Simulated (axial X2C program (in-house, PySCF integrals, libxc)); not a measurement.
**What spin–orbit coupling does to CO⁻**

All values were computed with an in-house all-electron X2C program for linear molecules (integrals from PySCF). Spin-free means the one-electron spin-free X2C Hamiltonian; two-component (2c) means X2C with spin–orbit coupling and atomic mean-field two-electron Coulomb and Gaunt terms, so the difference of the two also holds small scalar two-electron terms. Basis: O dyall-av3z [7s6p3d2f], C dyall-av3z [8s7p3d2f] (cores contracted in-house); Gaussian nuclei, density fitting, unrestricted open shells. Masses: O 15.995 u, C 12.000 u.

Spin-free state: M_S = 1/2, Λ = 1 (beyond evenly filled blocks: π+α); fragments O + C- for PBE0; O- + C for B97-3.

```
level  Re (Å)  ωe (cm⁻¹)  De (eV)  μ (D)
 PBE0   1.144     1897.9      n/a  -5.19
B97-3   1.144     1902.4    8.718  -5.37
```

Dipoles are positive if C is the positive end and refer to the centre of mass.

Task: Within this multiplet, which Ω should lie lowest by the rule for regular and inverted multiplets?

Result: The open π shell holds one electron, so the multiplet is regular: Ω = Λ − 1/2 = 1/2. The PBE0 2c search agrees, though Ω = 3/2 of the search lies only 0.00 eV higher.

Two-component determinant lowest at the distance of the search:

Ω = 1/2 (⟨Sz⟩ = -0.50, ⟨Lz⟩ = 1.00 at PBE0); fragments O + C- for PBE0; O- + C for B97-3.

```csv
level,Re (Å),ωe (cm⁻¹),De (eV),μ (D)
PBE0,1.144,1897.1,n/a,-5.19
B97-3,1.144,1901.6,8.721,-5.37
```

Task: From the two tables, how do the constants change at the PBE0 level (2c against spin-free)?

Result: At the PBE0 level Re is unchanged within 0.001 Å and ωe decreases by 0.8 cm⁻¹.

Occupations by symmetry block were frozen at the best pattern of an incomplete PBE0 search. Dissociation energies refer to the lowest single-determinant-based atoms at the same level and basis. De is not given where an atomic determinant may have missed its ground term or J level, or where the truncated virtual space spoils (T). Density functionals use the spin component along the axis (collinear). The highest occupied level is positive at some bond lengths even in Hartree–Fock (under at least one Hamiltonian), so the basis set holds the extra electron there; where that holds at Re the anion is at best weakly bound and its constants depend on the basis. In 2c an atomic determinant is not the ground J level, so De misses part of the atomic spin–orbit lowering. This holds for B97-3. PBE0 can misorder states that lie within some tenths of an eV, so this need not be the ground state of the molecule. The nearest other spin-free determinant of the search, M_S = 1/2, Λ = 0, lies 0.22 eV up at the distance of the search. The functionals have no current-density term, which raises determinants with orbital currents, atoms included.
